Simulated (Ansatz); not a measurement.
Computed with Ansatz on PBE0-D4/def2-TZVP structures; ΔE is electronic, products minus reactants. CBS: MP2 limit from def2 TZ/QZ plus the TZ coupled-cluster correction, frozen cores. This one scheme is used for every species. DFT in def2-TZVPP. B3LYP here is the variant with VWN-RPA as its local correlation; programs differ in this. HSE06 is defined as in plane-wave codes. One conformer a species, not always the lowest.

Consider the substitution at a C–O bond: `OCC1CO1` + H–F → `FCC1CO1` + H₂O.

Is it downhill or uphill in electronic energy at CCSD(T)/CBS, and by how much? (An estimate is asked.)

The calculation gave: Uphill: ΔE = +6.0 kJ/mol.

What do these levels give: LDA (SPW92), r2SCAN-D4, PBE0-D4, B3LYP-D4, B2PLYP, revPBE, HSE06, BHLYP, LC-ωPBE, HF/def2-SVP, MP2/def2-SVP, MP2/CBS(def2)? (Best estimate.)

Computed: LDA (SPW92) 8.5, r2SCAN-D4 1.4, PBE0-D4 4.7, B3LYP-D4 0.5, B2PLYP 1.4, revPBE -0.6, HSE06 3.2, BHLYP -1.9, LC-ωPBE 2.0, HF/def2-SVP -3.9, MP2/def2-SVP 10.0, MP2/CBS(def2) 10.2 kJ/mol.

What do rigid-rotor, harmonic-oscillator terms from PBE0-D4/def2-TZVP frequencies (298.15 K, 1 bar) make of the CCSD(T)/CBS value? (Estimate.)

Computed: ΔZPE = -0.9 kJ/mol, ΔH = +5.6 kJ/mol, ΔS = 12 J/(mol·K), ΔG = +1.8 kJ/mol.

Largest T1 diagnostic among the species: 0.011.

The D4 term adds +3.1 kJ/mol with B3LYP and +1.6 kJ/mol with PBE0; it sums over pairs of atoms, weighted by their polarisabilities, and B3LYP, whose exchange is more repulsive, gets the larger term. Leaving LDA and LC-ωPBE aside and taking each functional with its dispersion term where it has one, the values, not all of them listed here, spread over 8.0 kJ/mol, from B97M-V to PBE-QIDH. LDA lies +6.8 kJ/mol from PBE without D4. In def2-TZVPP, CCSD(T) changes the Hartree–Fock value by +11.4 kJ/mol (the triples alone add +1.4 kJ/mol) and MP2 by +15.6 kJ/mol.
